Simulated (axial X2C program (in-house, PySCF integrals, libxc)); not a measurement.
## PC⁺: from the spin-free to the two-component result

Computed with an in-house all-electron X2C program for linear molecules (integrals from PySCF). Spin-free means the one-electron spin-free X2C Hamiltonian; two-component (2c) means X2C with spin–orbit coupling and atomic mean-field two-electron Coulomb and Gaunt terms, so the difference of the two also holds small scalar two-electron terms. Basis: P dyall-v3z [8s7p2d1f], C dyall-v3z [7s6p2d1f] (cores contracted in-house); Gaussian nuclei, density fitting, unrestricted open shells. Masses: P 30.974 u, C 12.000 u.

Spin-free state: M_S = 1, Λ = 1 (beyond evenly filled blocks: σα, π+α, π+β, π-α); fragments P+ + C.

```
  level  Re (Å)  ωe (cm⁻¹)  De (eV)  μ (D)
   PBE0   1.620     1141.0    4.908  -0.19
     HF   1.627     1082.9    2.893  -0.03
   CCSD   1.621     1144.0    4.313    n/a
CCSD(T)   1.628     1129.8    4.567    n/a
   TPSS   1.639     1082.1    4.969  -0.16
```

Correlated methods: 8 electrons correlated (number of frozen shells: P 2 s, 1 p; C 1 s), 146 virtual spin orbitals or spinors in MP2, 90 natural virtuals in coupled cluster.

Dipoles are positive if C is the positive end and refer to the centre of mass.

Two-component determinant lowest at the distance of the search:

Ω = 2 (⟨Sz⟩ = 1.00, ⟨Lz⟩ = 1.00 at HF); fragments P+ + C.

```json
{"level": "PBE0", "Re (Å)": "1.620", "ωe (cm⁻¹)": "1139.8", "De (eV)": "4.919", "μ (D)": "-0.18"}
{"level": "HF", "Re (Å)": "1.627", "ωe (cm⁻¹)": "1082.3", "De (eV)": "2.905", "μ (D)": "-0.03"}
{"level": "CCSD", "Re (Å)": "1.622", "ωe (cm⁻¹)": "1143.0", "De (eV)": "4.324", "μ (D)": "n/a"}
{"level": "CCSD(T)", "Re (Å)": "1.629", "ωe (cm⁻¹)": "1129.2", "De (eV)": "4.579", "μ (D)": "n/a"}
{"level": "TPSS", "Re (Å)": "1.639", "ωe (cm⁻¹)": "1081.3", "De (eV)": "4.980", "μ (D)": "-0.16"}
```

(1) From the two tables, how do the constants change at the CCSD(T) level (2c against spin-free)?

The state is a single determinant with fixed occupations, the lowest that a limited PBE0 search found. Dissociation energies refer to the lowest single-determinant-based atoms at the same level and basis. Density functionals use the spin component along the axis (collinear). Coupled cluster ran in a truncated set of natural virtual spinors; the MP2 energy of the rest was added. (T) has no such correction and the atoms are truncated less, which lowers De at CCSD(T) by a hundredth of an eV or more. In 2c an atomic determinant is not the ground J level, so De misses part of the atomic spin–orbit lowering. This holds for PBE0, CCSD, CCSD(T), TPSS. Other states lie close and PBE0, whose exact exchange favours high spin, may order them wrongly; the determinant shown need not be the ground state. The nearest other spin-free determinant of the search, M_S = 0, Λ = 1, lies 0.32 eV up at the distance of the search. The functionals have no current-density term, which raises determinants with orbital currents, atoms included. With several unpaired electrons one determinant need not be a pure state. Open-shell Ω = 0 determinants with evenly filled partner blocks cannot be reached by this program, so the Ω shown need not be the lowest component. The determinant is spin-polarised beyond a pure state at some levels (its spin-free form has ⟨S²⟩ too high), which makes Re and μ there less reliable. The T1 diagnostic is large, a sign of multireference character.

Answers

(1) At the CCSD(T) level Re is unchanged within 0.001 Å and ωe decreases by 0.6 cm⁻¹; De is not compared, since the atomic limits differ or miss part of their spin–orbit lowering.
